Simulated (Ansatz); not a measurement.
Geometry optimisation, RKS PBE/def2-SVP in Ansatz.

input.yaml

```yaml
crystal:
  periodic: [false, false, false]
  atoms:
    - { symbol: C, position_ang: [-0.2154, -1.0598, -0.5157] }
    - { symbol: C, position_ang: [0.4802, 0.1538, 0.0245] }
    - { symbol: Cl, position_ang: [-0.08757, 1.5906, -0.71083] }
    - { symbol: C, position_ang: [1.4358, 0.31712, 0.91912] }
    - { symbol: Cl, position_ang: [2.11232, -1.07645, 1.79141] }
    - { symbol: H, position_ang: [-1.3425, -0.9347, -0.3599] }
    - { symbol: H, position_ang: [-0.0807, -1.0892, -1.605] }
    - { symbol: H, position_ang: [0.1226, -1.9265, -0.0692] }
    - { symbol: H, position_ang: [1.94866, 1.19681, 1.2409] }
basis:
  gaussian: { orbitals: def2-SVP }
hamiltonian:
  xc: pbe
relax:
  f_tol: 0.015
  max_steps: 40
output:
  orbitals: {}
```

Command:

```bash
$ ansatz run input.yaml --threads 2 --pin off --max-ram 3072MiB --backend cpu --events-out ev --progress --plain --runs-dir out
```

Q: Where does it end, and by what steps?

A: The forces met the threshold. After 5 steps the energy has fallen by 0.291 eV; Cl3 moved furthest, 0.11 Å.

```
step  energy less start (eV)  largest force component (eV/Å)  accepted
   0                  0.0000                           2.587       yes
   1                 -0.2389                           1.120       yes
   2                 -0.2837                           0.328       yes
   3                 -0.2906                           0.039       yes
   4                 -0.2911                           0.033       yes
   5                 -0.2912                           0.006       yes
```

```xyz
9
Properties=species:S:1:pos:R:3
C -0.224 -1.033 -0.512
C 0.468 0.189 -0.005
Cl -0.063 1.700 -0.724
C 1.442 0.263 0.929
Cl 2.087 -1.129 1.743
H -1.318 -0.964 -0.335
H -0.078 -1.138 -1.608
H 0.168 -1.935 -0.007
H 1.892 1.218 1.235
```

The run took 14 s on 2 threads of Intel(R) Xeon(R) Platinum 8259CL CPU @ 2.50GHz (Skylake/Cascade Lake) (shared host), peak memory 0.15 GiB.
